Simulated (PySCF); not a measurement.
## Dipole moment and polarisability of HNO

HNO.
SMILES with atom numbers: `[NH:1]=[O:2]` (hydrogens: H3 on N1)

Cartesian coordinates in Å at the PBE0-D3(BJ)/def2-TZVP level; atoms count from 1:
```xyz
3
HNO angstrom
N     -0.3316    0.2470   -0.1408
O     -0.3095   -0.6981    0.5819
H      0.6491    0.4160   -0.5152
```

Level: CAM-B3LYP/aug-cc-pVTZ (PySCF), static field, nuclei fixed, core orbitals frozen in the response. The polarisability tensor in these axes (au):

```
x   14.85  1.29 -2.05
y    1.29 15.33 -3.97
z   -2.05 -3.97 14.17
```

Task: What are the eigenvalues, a third of the trace, and Δα (Δα² = ½Σ(αi − αj)² over the three pairs)?

Result: Principal values 10.60, 13.89 and 19.85 au; mean 14.78 au = 2.19 Å³ = 2.44 × 10⁻⁴⁰ C²·m²/J; Δα = 8.12 au (55 % of the mean).

Task: What is the dipole moment, and where does it point?

Result: (1.39, 0.59, -0.80) D, 1.71 D in size, pointing from the negative to the positive side. Measured along this direction, the outermost atoms are O2 at the negative end and H3 at the positive end.

Task: Give the principal axes and the span of the nuclei along them.

Result: Largest value along (0.42, 0.66, -0.62), where the nuclei span 1.82 Å; middle along (0.88, -0.45, 0.13), 0.74 Å; least along (0.19, 0.60, 0.78), 0.00 Å. The response follows the extents in order.

Task: Sum over states: ᾱ = Σ f/ω², ω in Eh. What share falls to these 10 lowest TDDFT singlets (eV, f)? 1.55, 0.0003; 5.80, 0.0369; 7.27, 0.0265; 7.52, 0.0021; 7.79, 0.0022; 7.89, 0.0607; 8.81, 0.0340; 9.48, 0.0012; 9.69, 0.0024; 9.91, 0.0355.

Result: They add up to 2.66 au, 18.0 % of the 14.78 au; the largest single term is 0.81 au, from the state at 5.80 eV. Terms in order: 0.08, 0.81, 0.37, 0.03, 0.03, 0.72, 0.32, 0.01, 0.02, 0.27 au. Higher excitations give the rest. The strengths listed sum to 0.202.

Task: Give the eigenvalues of the traceless quadrupole moment Θ = ½Σq(3rr − r²1), origin at the centre of nuclear charge.

Result: -2.80, 0.95, 1.85 D·Å. The values depend on the origin, since the dipole doesn't vanish. The electronic extent ⟨r²⟩ about the same centre is 51 bohr², a root-mean-square distance of 0.94 Å for the 16 electrons.

Task: Refractivity n − 1 of an ideal gas of it at 273.15 K and 1 atm, from the electronic α?

Result: N = p/kT = 2.6868 × 10¹⁹ cm⁻³, so n − 1 = 2π × N × 2.19 × 10⁻²⁴ cm³ = 370 × 10⁻⁶ at long wavelengths.

Task: Molar refractivity from α?

Result: Lorentz–Lorenz: R = (4π/3)N_A α = 2.5225 cm³/(mol·Å³) × 2.19 Å³ = 5.5 cm³/mol, in the limit of long wavelengths.

Geometry: PBE0-D3(BJ)/def2-TZVP; no solvent, vibrations or thermal averaging.

These values come from a run that also computed excited states. Hardware: one thread, Arm Neoverse N1 (aarch64), shared host with 64 logical CPUs at a one-minute load of 54. Cost: 4.0 s of wall time, 0.36 GiB resident at most.
